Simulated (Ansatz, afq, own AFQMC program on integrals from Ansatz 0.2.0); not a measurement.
## NH4⁺, singlet in 6-31G, levels against full CI

```xyz
5

N     0.0000    0.0000    0.0000
H     0.5903    0.5923    0.5902
H    -0.5929   -0.5882    0.5917
H    -0.5890    0.5896   -0.5943
H     0.5916   -0.5937   -0.5876
```

Basis 6-31G. Only valence electrons are correlated. Ansatz 0.2.0 and our own AFQMC program on the same integrals; the CISD trial comes from CCSD amplitudes, and released means the phaseless constraint is let go. Free projection: walkers drawn from exp(T), propagated without any constraint. Its projection time is finite, and what remains of the start isn't in its error. Uncertainties: one standard error, sampling alone.

Determinant: RHF, the one that the program's search chose, which needn't be the lowest solution. The geometry is a point of a scan.

Full CI on the same integrals is exact in this basis and with this determinant's frozen core.

The T1 diagnostic is 0.0062, the weight of the determinant in the CISD state is 0.951 and the size of the correlated space is 8 electrons in 16 orbitals.

Reference: full CI, correlation energy -3.656 eV. The released energy is read at 2.40 1/Eh (meV from the phaseless value at times in 1/Eh: -1.3 ± 1.2 at 0.24, -1.6 ± 1.1 at 0.51, -2.2 ± 1.2 at 0.99, 0.3 ± 1.0 at 1.62, -0.9 ± 1.0 at 2.40).

```json
{"level": "HF", "E − E(reference) (meV)": "3655.6", "share of correlation (%)": "0.00"}
{"level": "MP2", "E − E(reference) (meV)": "457.6", "share of correlation (%)": "87.48"}
{"level": "CCSD", "E − E(reference) (meV)": "46.7", "share of correlation (%)": "98.72"}
{"level": "CCSD(T)", "E − E(reference) (meV)": "10.6", "share of correlation (%)": "99.71"}
{"level": "CCSDT", "E − E(reference) (meV)": "7.3", "share of correlation (%)": "99.80"}
{"level": "CCSDT(Q)", "E − E(reference) (meV)": "0.0", "share of correlation (%)": "100.00"}
{"level": "CCSDTQ", "E − E(reference) (meV)": "0.3", "share of correlation (%)": "99.99"}
{"level": "ph-AFQMC/HF", "E − E(reference) (meV)": "-4.8 ± 22.6", "share of correlation (%)": "100.13"}
{"level": "ph-AFQMC/CISD", "E − E(reference) (meV)": "0.3 ± 2.2", "share of correlation (%)": "99.99"}
{"level": "released AFQMC", "E − E(reference) (meV)": "-0.5 ± 1.0", "share of correlation (%)": "100.01"}
{"level": "free AFQMC", "E − E(reference) (meV)": "-1.1 ± 1.7", "share of correlation (%)": "100.03"}
```

CCSDT and higher add their correlation energy to the determinant of the CCSD(T) run, since their own runs factorise the integrals more tightly (a shift of under 2 meV). Free projections are given only where their last times agree within the noise and don't stop above the reference; a slow remainder of the start can still hide under it. A walk keeps the symmetry of its determinant, which the program's search chose and which needn't be the lowest solution, so a lower state of the same spin and another symmetry isn't excluded. Released energies are given only where the last usable release times agree within the noise; a slower fall can still hide under it.
